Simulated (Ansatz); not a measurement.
Write a Python script for Ansatz 0.2.0, Python API that makes the energy of protonation at one site of H₃OP, SMILES OP. Level of theory (for the species named): Hartree-Fock, def2-SVP basis, multiplicity 1.

```xyz
5

O     0.5471   -0.4305    0.8114
P     0.0948    0.2845   -0.6186
H     0.8646   -1.2728    0.6557
H    -1.1477   -0.2044   -0.7338
H    -0.3089    1.5495   -0.1561
```

`run_pa.py`:
```python
import ansatz as az
from ase import Atoms
import numpy as np


def main() -> None:
    atoms = Atoms(["O", "P", "H", "H", "H"], positions=[
        (0.5471, -0.4305, 0.8114),
        (0.0948, 0.2845, -0.6186),
        (0.8646, -1.2728, 0.6557),
        (-1.1477, -0.2044, -0.7338),
        (-0.3089, 1.5495, -0.1561),
    ])
    molecule = az.Crystal.molecule_from_ase(atoms)

    setup = molecule.calculation().basis(gaussian="def2-SVP").functional("hf")
    symbols = [site.symbol for site in molecule.cartesian_sites]
    start = np.array([site.position_ang for site in molecule.cartesian_sites], dtype=float)
    r = setup.relax(force_tolerance=0.01).run(threads=1).report
    end = np.array(r["positions_ang"])

    away = sum((end[0] - end[j]) / np.linalg.norm(end[0] - end[j]) for j in [1, 2]) + np.array([0.15, 0.1, -0.2])
    proton = end[0] + 1.0 * away / np.linalg.norm(away)
    acid = az.Crystal.molecule()
    for symbol, place in zip(symbols, end):
        acid = acid.atom(symbol, place.tolist())
    acid = acid.atom("H", proton.tolist())
    protonated = (
        acid.calculation()
        .basis(gaussian="def2-SVP")
        .functional("hf")
        .charge(1)
        .relax(force_tolerance=0.01, max_steps=80)
    )
    after = protonated.run(threads=1).report
    xyz = np.array(after["positions_ang"])
    reach = np.linalg.norm(xyz[:-1] - xyz[-1], axis=1)
    print(f"base {r['free_energy_ev']:.5f} eV, protonated {after['free_energy_ev']:.5f} eV")
    print(f"the proton ends {reach.min():.3f} A from {symbols[reach.argmin()]}{reach.argmin()}")
    print(f"electronic proton affinity {23.060548 * (r['free_energy_ev'] - after['free_energy_ev']):.1f} kcal/mol")


if __name__ == "__main__":
    main()
```

```console
$ python run_pa.py
base -11351.83677 eV, protonated -11360.13938 eV
the proton ends 0.959 A from O0
electronic proton affinity 191.5 kcal/mol
```

Caveats:
- Total energies depend on the basis set; only differences at equal settings carry meaning.
- The proton is put on one chosen atom, which needn't be the most basic site, so the molecule's proton affinity can be higher; the ends are stationary points, not checked by frequencies, and zero-point and thermal terms count only where printed.
- Hartree-Fock leaves correlation out, so bond, atomisation and ionisation energies come out well too low.
- Hardware and time: 6.5 s on 1 thread of Arm Neoverse V2 (shared host), peak memory 0.17 GiB.
